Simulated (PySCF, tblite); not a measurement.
C5H9P.
Structure used (GFN2-xTB), in Å, numbered top down from 1:
```xyz
15
C5H9P angstrom
C     -2.3708    0.0020   -0.1056
C     -1.1366    0.7191   -0.6461
C      0.0113   -0.1923   -0.7684
C      0.4720   -1.4045   -0.5855
P      1.7609   -0.3272   -1.3266
C      2.6706    0.2690    0.2021
H     -2.1678   -0.4120    0.8793
H     -2.6530   -0.8120   -0.7688
H     -3.2059    0.6940   -0.0261
H     -0.8607    1.5461    0.0161
H     -1.3478    1.1512   -1.6292
H      0.2362   -2.3912   -0.2557
H      3.5644   -0.3367    0.3470
H      2.9839    1.3018    0.0544
H      2.0389    0.2007    1.0855
```

The calculation used CAM-B3LYP/def2-SVPD in PySCF (dipole) on a GFN2-xTB geometry, gas phase.

Masses are those of the commonest isotopes; rigid-rotor values at the optimised geometry. The values belong to one conformer with, in the numbering `[CH3:1][CH2:2][C:3]1=[CH:4][P:5]1[CH3:6]`, C1–C2–C3–C4 -2°.

Task: What are A, B and C (MHz)?

Result: Ia = 77.01, Ib = 327.11, Ic = 344.26 u·Å²; 505379 MHz·u·Å²/I gives A = 6563, B = 1545, C = 1468 MHz.

Task: Classify the top.

Result: A near-prolate asymmetric top: κ = (2 × 1545 − 6563 − 1468)/(6563 − 1468) = -0.97.

Task: Is it planar, by Δ = Ic − Ia − Ib?

Result: Not planar: Δ = Ic − Ia − Ib = -59.86 u·Å². For a rigid frame Δ = −2 Σ m c², so Σ m c² = 29.93 u·Å² lies off the ab plane: 9.46 from hydrogen and 20.47 from heavier atoms. The atom farthest from that plane is 1.56 Å away.

Task: Predict some low-J microwave lines.

Result: The dipole components are |μa| = 1.39 D, |μb| = 0.74 D, |μc| = 0.86 D. Intensities carry the squares of the components, which stand as 1.00 : 0.29 : 0.38 (a : b : c). Some lines, for components of 0.1 D or more:

```
type  branch         J(Ka,Kc)    MHz  lower level (cm⁻¹)
   b       R  2(0,2) ← 1(1,1)   1007               0.268
   b       Q  3(1,2) ← 3(0,3)   5291               0.603
   a       R  2(1,1) ← 1(1,0)   6103               0.270
   a       R  3(2,2) ← 2(2,1)   9039               0.976
   c       R  2(1,1) ← 1(0,1)  11198               0.101
   c       R  3(1,2) ← 2(0,2)  14326               0.301
   b       Q  3(2,2) ← 3(1,3)  15400               0.764
   c       R  2(2,1) ← 1(1,1)  21233               0.268
   b       R  3(2,1) ← 2(1,2)  24327               0.466
   b       Q  3(3,0) ← 3(2,1)  25277               1.278
   c       R  3(3,0) ← 2(2,0)  34319               0.976
```

Task: Estimate the classical rotational partition function at 100 K, 200 K and 500 K.

Result: Point group C1, symmetry number σ = 1; q = (√π/σ)·√((kT/h)³/(ABC)), k/h = 20836.6 MHz/K: 43700 at 100 K, 124000 at 200 K, 489000 at 500 K.

Its GFN2-xTB frequencies are all real (lowest 44 cm⁻¹). No vibrational averaging or centrifugal distortion is included, and the geometry carries the error of its method. A rigid rotor knows nothing of internal rotation, which can split or shift real lines.
